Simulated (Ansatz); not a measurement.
H2O, singlet, at the geometry of the source list; HF/def2-SVP (Ansatz, a first-principles code).

Ansatz was given this input:
Ansatz 0.2 input:
```yaml
crystal:
  periodic: [false, false, false]
  atoms:
    - {symbol: O, position_ang: [0.00700000, 0.37900000, -0.00000000]}
    - {symbol: H, position_ang: [-0.77590000, -0.17530000, -0.00000000]}
    - {symbol: H, position_ang: [0.76890000, -0.20370000, 0.00000000]}
basis:
  gaussian:
    orbitals: def2-SVP
hamiltonian:
  xc: hf
```

Output, abridged:

```
Functional definition: HF
233 factors; integrals over basis functions are off by at most 1.5e-3 eV
mean field evaluation 1: about -2065.3734 eV, gradient 3.0e1 eV
mean field evaluation 2: about -2065.3735 eV, gradient 3.0e1 eV
mean field evaluation 4: about -2066.9892 eV, gradient 1.5e0 eV
mean field evaluation 8: about -2066.9964 eV, gradient 2.6e-5 eV
mean field -2066.99644761 eV, -75.9607183890 hartree, gradient 4.5e-5 eV, S^2 0.000000; 0 other end points of the search recorded, 0 dependent functions left out
reference -2066.99644761 eV, -75.9607183890 hartree; 5, 5 occupied and 19, 19 virtual orbitals, 233 factors
Total energy: -2066.99644761 eV, -75.9607183890 hartree
```
